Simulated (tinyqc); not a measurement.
Inside a calculation. Method: Pariser-Parr-Pople SCF with singles CI, for the molecule C=C(N)C=C[CH2+] (SMILES; centres numbered as the heavy atoms are written). One step of it, computed by the program tinyqc.

Question. Singles CI, singlets. Over the 9 single excitations with the smallest orbital gaps: A = (e_a - e_i) delta + 2 (ia|jb) - (ij|ab), with (pq|rs) = sum c_mp c_mq gamma_mn c_nr c_ns. f = 2/3 w |mu|^2 in atomic units, mu = sqrt2 sum c_ia sum_m c_mi c_ma R_m.

orbital energies (eV): -18.123522  -15.785743  -12.999205  -8.378003  -4.616350  -2.705008

coefficients:
```
         MO1        MO2        MO3        MO4        MO5        MO6
1C  0.305792  -0.186762  -0.506486  -0.575320   0.420744  -0.327208
2C  0.601905  -0.306560  -0.210638  -0.026297  -0.423734   0.564908
3N  0.391878  -0.465547   0.725211   0.016081   0.223704  -0.231225
4C  0.488537   0.266442  -0.238714   0.601560  -0.099360  -0.511477
5C  0.340101   0.597888   0.169938  -0.008891   0.552229   0.439257
6C  0.190515   0.475338   0.295483  -0.553267  -0.527779  -0.256502
```

repulsion gamma_rs (eV), lower triangle:
```
           1C         2C         3N         4C         5C         6C
1C  11.130000
2C   5.345237  11.130000
3N   4.165971   5.922866  16.800000
4C   3.871615   5.344518   4.166408  11.130000
5C   2.880743   3.871615   3.758497   5.345237  11.130000
6C   2.343763   2.881082   2.752851   3.872646   5.346360  11.130000
```

Centres (angstrom, eV; a flat drawing with bonds scaled to 1.40 angstrom):

| centre | x | y | core charge z | W | gamma_rr |
|---|---|---|---|---|---|
| 1C | 2.118000 | 0.893000 | 1 | 11.160000 | 11.130000 |
| 2C | 1.017000 | 0.028000 | 1 | 11.160000 | 11.130000 |
| 3N | 1.215000 | -1.358000 | 2 | 25.600000 | 16.800000 |
| 4C | -0.283000 | 0.549000 | 1 | 11.160000 | 11.130000 |
| 5C | -1.384000 | -0.316000 | 1 | 11.160000 | 11.130000 |
| 6C | -2.683000 | 0.205000 | 1 | 11.160000 | 11.130000 |

Give: singlet CI matrix; singlet excitation energies; oscillator strengths.

Answer.

singlet CI matrix (eV), lower triangle:
```
         3>4      2>4      3>5      1>4      3>6      2>5     2>6     1>5
3>4   2.2118
2>4   0.6430   4.3552
3>5   0.0797   0.0608   5.4570
1>4  -0.4987   0.2741   0.3732   6.4216
3>6   0.3864   0.3135  -0.0149   0.0854   6.6852
2>5  -0.2507   0.2079   0.4094   0.0144  -0.0257   8.0125
2>6   0.1350   0.2160  -0.0904  -0.1305   0.1518   0.0870  9.4694
1>5   0.0619  -0.3887   0.0062   0.1486   0.0587  -0.0231  0.0944  9.9195
1>6   0.1261  -0.0307   0.0955   0.0914  -0.1581  -0.0969  0.0809  0.0688

         1>6
1>6  11.5483
```

singlet excitation energies (eV): 1.9216  4.4106  5.2947  6.5449  6.7929  8.0969  9.4923  9.9603  11.5664

oscillator strengths: 0.2146  0.9912  0.2095  0.1849  0.2227  0.0466  0.1173  0.0564  0.0690
